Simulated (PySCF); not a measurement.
Gas-phase XPS of metal hydrosulfide, computed

Metal hydrosulfide, HLiS.
Z-matrix (Å and degrees, PBE0-D3(BJ)/def2-SVP geometry), rows numbered from 1:
```
Li
S   1  2.1424
H   2  1.3524  1   95.03
```

Computed, not measured: PySCF 2.14.0, delta-SCF UKS SCAN, pcX-2 on the ionised atom, pcseg-1 elsewhere, spin-free X2C. Binding energies are ΔSCF values: E(core-ionised, relaxed orbitals) − E(ground state) at a fixed geometry, referred to the vacuum level.

Q: Give the core binding energies atom by atom.

A: 
| atom(s) | environment | level | binding energy (eV) | count |
| --- | --- | --- | --- | --- |
| S2 | sulfur bonded to Li and H | S 1s | 2474.77 | 1 |
| Li1 | lithium bonded to S | Li 1s | 64.52 | 1 |

Q: Which effective nuclear charge Zeff reproduces each element's mean 1s value in the hydrogen-like formula E = 13.606 eV × Zeff²?

A: Li (Z = 3): mean 64.5 eV, Zeff = 2.18, Z − Zeff = 0.82; S (Z = 16): mean 2474.8 eV, Zeff = 13.49, Z − Zeff = 2.51. Means run over the listed sites, weighted by atom count.

Not every level is listed. Isolated species at its PBE0-D3(BJ)/def2-SVP geometry, gas phase.
